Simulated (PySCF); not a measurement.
Species: H4OSi.
Numbering: `[OH:1][SiH3:2]` (hydrogens: H3 on O1; H4, H5, H6 on Si2)

The same species was optimised twice, with GFN2-xTB and with PBE0-D3(BJ)/def2-SVP (PySCF), and the same property calculations (PySCF, gas phase) were run on both structures.

```tsv
coordinate	GFN2-xTB	PBE0-D3(BJ)/def2-SVP	change
O1–Si2 (Å)	1.625	1.666	+0.041
Si2–H6 (Å)	1.453	1.487	+0.034
Si2–H5 (Å)	1.464	1.498	+0.034
Si2–H4 (Å)	1.464	1.497	+0.033
O1–H3 (Å)	0.953	0.961	+0.008
Si2–O1–H3 (°)	122.3	116.8	-5.5
O1–Si2–H6 (°)	101.5	106.3	+4.8
H5–Si2–H6 (°)	112.9	109.5	-3.4
H4–Si2–H6 (°)	112.8	109.4	-3.4
O1–Si2–H4 (°)	110.3	112.0	+1.7
O1–Si2–H5 (°)	110.3	111.9	+1.6
H4–Si2–H5 (°)	108.8	107.7	-1.1
```

Rotational constants: A = 78351, B = 14300, C = 14009 MHz (GFN2-xTB) against A = 76299, B = 13589, C = 13327 MHz (PBE0-D3(BJ)/def2-SVP). Point groups within 0.08 Å: Cs and Cs.

On the GFN2-xTB structure: O1s of O1 (eV) 538.75 [delta-SCF UKS SCAN, pcX-2 on the ionised atom, pcseg-1 elsewhere, spin-free X2C]; Si1s of Si2 (eV) 1847.31 [delta-SCF UKS SCAN, pcX-2 on the ionised atom, pcseg-1 elsewhere, spin-free X2C]; Si2p of Si2 (eV) 107.69 [delta-SCF UKS SCAN, pcX-2 on the ionised atom, pcseg-1 elsewhere, spin-free X2C].

Problem. What do these properties become on the PBE0-D3(BJ)/def2-SVP structure?

Solution. 
```
        property                                                                            level  on GFN2-xTB  on PBE0-D3(BJ)/def2-SVP  change
  O1s of O1 (eV)  delta-SCF UKS SCAN, pcX-2 on the ionised atom, pcseg-1 elsewhere, spin-free X2C       538.75                   538.84   +0.09
Si1s of Si2 (eV)  delta-SCF UKS SCAN, pcX-2 on the ionised atom, pcseg-1 elsewhere, spin-free X2C      1847.31                  1847.57   +0.26
Si2p of Si2 (eV)  delta-SCF UKS SCAN, pcX-2 on the ionised atom, pcseg-1 elsewhere, spin-free X2C       107.69                   107.90   +0.21
```

The heavy atoms differ by 0.020 Å rms after alignment. Among all bonds O1–Si2 changes most (+0.041 Å). Changes are differences of the printed values. Neither structure is proved a minimum here.
